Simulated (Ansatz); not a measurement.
# PN₂H (triplet): the correlation ladder, def2-QZVPP

The task here is to estimate one member of a computed series from the others.

Method: def2-QZVPP, core rule «outside noble gas», up to 7 orbitals frozen; program: Ansatz 0.2.0, Gaussian basis.

To be run: UHF; ROHF; CCSD(T) on UHF.

2 further runs of the same task are left out: 2 set aside as unsound or not needed.

## What is computed

The geometry is a PBE0/def2-TZVP stationary point (not a proven minimum) of the parent state, kept for this charge and spin.

4 atoms, charge 0, spin multiplicity 3.

Atoms are counted from 1 here; the program's logs count them from 0.

Bond lengths: N1–P2 1.486 Å, P2–N3 1.527 Å, N3–H4 1.012 Å. Angles: N1–P2–N3 168.5°, P2–N3–H4 120.8°.

Set-up of the first run:

The input, in.yaml:

```yaml
crystal:
  periodic: [false, false, false]
  atoms:
    - {symbol: N, position_ang: [0.000000, -0.027711, 1.525986]}
    - {symbol: P, position_ang: [0.000000, 0.061437, 0.042687]}
    - {symbol: N, position_ang: [0.000000, -0.153780, -1.468917]}
    - {symbol: H, position_ang: [0.000000, 0.634112, -2.104818]}
basis:
  gaussian: {orbitals: "def2-QZVPP.json"}
magnetization: {spin_polarized: true, initial_magnetization: 2}
hamiltonian: {xc: hf}
output: {orbitals: {seedname: orbitals}}
```

Launch:

```sh
$ ansatz run in.yaml --threads 1 --pin off --events-out ev --progress --plain --max-ram 2393MiB
```

Among the steps run: UHF; ROHF; CCSD(T) on UHF.

One of the session's tables, all rows but one given; the rest of the session is left out.

It belongs to the step «Misses and costs». 

| method | from UCCSD(T) (meV) |
| --- | --- |
| ROHF | +16544.1 |
| UHF | +16224.9 |
| UMP2 | ? |
| UCCSD | +939.8 |
| UCCSD(T) | 0 |

Estimate the missing values for UMP2.

**Answer.** from UCCSD(T) (meV): +1604.9. In the column «from UCCSD(T) (meV)» it lies between UCCSD (+939.8) and UHF (+16224.9).
